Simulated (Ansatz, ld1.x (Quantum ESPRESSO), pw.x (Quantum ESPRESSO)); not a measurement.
# hafnium (Hf): does the TM potential hold in the solid?

* Element: hafnium (Hf)
* Generator: ld1.x (Quantum ESPRESSO) 7.5
* Type: norm-conserving Troullier–Martins (Kleinman–Bylander form)
* Functional: PBEsol
* Relativity: scalar-relativistic
* Frozen core: [Xe] 4f14
* Valence charge: 4
* Reference configuration: 5d2 6s1.5 6p0.5
* Partial waves: 6p (bound): rc 2.90 bohr; 5d (bound): rc 2.15 bohr; 6s (bound): rc 3.05 bohr
* Local potential: the s channel
* Core correction: none

Atomic tests: cutoffs needed: 25 Ry and 30 Ry (the cutoffs (Ry, on a coarse ladder) from which the occupation-weighted sum of valence levels, in a spherical-Bessel basis at the reference potential, stays within 10 and 1 mRy of its value at 400 Ry); ghost test: no extra level below or beside the all-electron valence levels (p, d, s, f tested) (spherical-Bessel basis up to 400 Ry, 20 bohr box); largest excitation error: +99 meV (all-electron minus pseudo) for 5d1 6s0 6p0, out of 7 test configurations.

Crystal test: sc Hf in pw.x 7.5, no spin, 11³ k-points, Fermi–Dirac smearing 0.01 Ry, cutoffs 40/160 Ry. The reference is all-electron LAPW (Ansatz 0.2.0) with the same functional, mesh and smearing; V0 and B0 come from Birch–Murnaghan fits to the pressures at five volumes. Errors are pseudo minus all-electron; Δ is the rms difference of the E(V) curves that follow from these fits, minima aligned, over ±6 % about the mean V0. Mesh and smearing are coarse, so the numbers serve the comparison and aren't converged zero-temperature values; the lattice is a test structure that the element need not adopt.

| V (Å³/atom) | P all-electron (GPa) | P pseudo (GPa) |
| --- | --- | --- |
| 22.574 | 3.72 | 6.15 |
| 23.168 | 1.48 | 3.90 |
| 23.762 | -0.53 | 1.86 |
| 24.356 | -2.33 | 0.01 |
| 24.950 | -3.95 | -1.67 |

All-electron: a0 = 2.868 Å (V0 = 23.60 Å³/atom), B0 = 77.8 GPa.

Pseudopotential: mean pressure error (GPa): +2.37; a0 (Å): 2.899; a0 error (%): +1.06; B0 error (%): -7.3; Δ (meV/atom): 12.3. The largest radius (3.05 bohr) exceeds half the bond length (2.72 bohr), so the spheres overlap, which is one possible source of error among others. This is a poor potential for the solid.

**Question.** At the middle volume, how do free energy and pressure move when the wave cutoff is lowered (ecutrho kept at four times it)?

**Answer.**

| cutoff (Ry) | shift of F (meV/atom) | shift of P (GPa) |
| --- | --- | --- |
| 18 | +527.5 | -11.83 |
| 24 | +63.3 | -2.58 |
| 32 | +1.3 | -0.08 |

The run at the middle volume (56 k-points, 7 iterations) took about 3.8 s on one core of a shared host (Neoverse-V1, 32 threads, 247 GiB, load 34).
